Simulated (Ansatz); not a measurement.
C3H9NO can be A, `CCC(N)O`, or B, `CNCOC`.

Gas-phase electronic energies from Ansatz, PBE0-D4/def2-TZVP geometries. CCSD(T)/CBS adds triple-zeta CCSD(T) − MP2 to the extrapolated MP2 energy (def2 sets, frozen cores). Functionals use def2-TZVPP. B3LYP here is the variant with VWN-RPA as its local correlation; programs differ in this. One conformer a species, not always the lowest.

**Question.** Which isomer does CCSD(T)/CBS put lower? Give the gap. (An estimate is asked.)

**Answer.** The calculation gave: A, by 89.4 kJ/mol.

**Question.** Give E(B) − E(A) in kJ/mol with LDA (SPW92), ωB97M-V, B2PLYP, PBE0-D4, HF/def2-TZVPP, CCSD(T)/def2-SVP, B3LYP-D4. (An estimate is asked.)

**Answer.** Computed: LDA (SPW92) 83.5, ωB97M-V 84.9, B2PLYP 80.3, PBE0-D4 83.5, HF/def2-TZVPP 75.7, CCSD(T)/def2-SVP 78.2, B3LYP-D4 75.3. None reverses the order clearly.

**Question.** Does the order hold for the free energy at 298.15 K (harmonic terms from PBE0-D4)? (Best estimate.)

**Answer.** Computed: Yes: G(B) − G(A) = +87.8 kJ/mol, for one conformer each.

Largest T1 diagnostic: 0.010.

From PBE to PBE0 (25 % exact exchange), in def2-TZVPP and without D4, E(B) − E(A) moves by +4.3 kJ/mol. Leaving LDA and LC-ωPBE aside and taking each functional with its dispersion term where it has one, the values, not all of them listed here, spread over 16.9 kJ/mol, from BLYP-D4 to PBE-QIDH. LDA lies +4.2 kJ/mol from PBE without D4.
